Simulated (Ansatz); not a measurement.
Counterpoise correction, worked out

The pair of N₂ (SMILES N#N, atoms 1–2) and N₂ (SMILES N#N, atoms 3–4), both closed shells, in one local arrangement (a lower one may exist), relaxed at PBE0-D4/def2-TZVP:

```
4
angstrom
N 0.3181 -0.2885 -1.6954
N -0.4353 0.3635 -2.1361
N -0.4155 -0.1844 1.6913
N 0.5327 0.1094 2.1401
```

Program: Ansatz 0.2.0. Basis: def2-TZVPPD. Cores are frozen in the correlated methods.

CCSD(T) total energies in eV:

| system | geometry | basis functions | energy |
| --- | --- | --- | --- |
| pair | pair | all | -5952.70277 |
| N₂ | as in the pair | all (partner as ghosts) | -2976.34684 |
| N₂ | as in the pair | all (partner as ghosts) | -2976.34682 |
| N₂ | as in the pair | its own | -2976.34369 |
| N₂ | as in the pair | its own | -2976.34366 |
| N₂ | free (PBE0-D4 minimum) | its own | -2976.34369 |
| N₂ | free (PBE0-D4 minimum) | its own | -2976.34375 |

(1) Work out the interaction energy with and without the counterpoise correction, the superposition error, and the binding energy from the relaxed fragments.

No T1 diagnostic of these runs exceeds 0.014.

Answers

(1) Without correction: -5952.70277 − (-2976.34369) − (-2976.34366) = -0.01542 eV.
With correction (each fragment in the whole basis): -5952.70277 − (-2976.34684) − (-2976.34682) = -0.00911 eV = -0.21 kcal/mol.
The superposition error is the difference, 0.00631 eV: each fragment borrows its partner's functions.
Deformation from the free shapes: 0.00000 eV for N₂ and 0.00009 eV for N₂.
Binding energy from relaxed fragments: -0.00911 + 0.00000 + 0.00009 = -0.00902 eV = -0.21 kcal/mol (electronic, without zero-point energy; negative means bound). For comparison, the corrected interaction energy by CCSD(T) at an estimated basis limit (MP2 extrapolated from triple and quadruple zeta, plus CCSD(T) − MP2 in triple zeta) is -0.011 eV.

For scale, one of the runs: CCSD(T)/def2-TZVPPD, 148 basis functions, launched by `ansatz run in.yaml --threads 2 --pin off --events-out ev --progress --plain --max-ram 5222MiB`. Hardware: 2 CPU threads of an Arm Neoverse V1, shared host. Wall time 16 s; peak host memory 1 GiB.
